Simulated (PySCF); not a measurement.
PySCF input:

```python
from pyscf import gto, scf, dft

mol = gto.M(
    atom='''
    N    -0.00000000    0.00000000    0.00000000
    H     0.01428541    0.96188359   -0.35397200
    H     0.83339821   -0.49769460   -0.32934452
    H    -0.84032710   -0.47735428   -0.34161902
    H    -0.00735652    0.01316529    1.02493554
    ''',
    basis='def2-tzvpd',
    charge=1,
    spin=0,
    verbose=4,
)

mf = dft.RKS(mol, xc='bp86').density_fit(auxbasis='def2-universal-jkfit')
mf.grids.level = 3
mf.conv_tol = 1e-9
mf.max_cycle = 100
mf.max_memory = 1500
mf.kernel()
if not mf.converged:
    mf = mf.newton()
    mf.kernel(mf.make_rdm1())
mf.analyze()
```

What final total energy does it print?

-56.92212 Eh (BP86/def2-TZVPD).
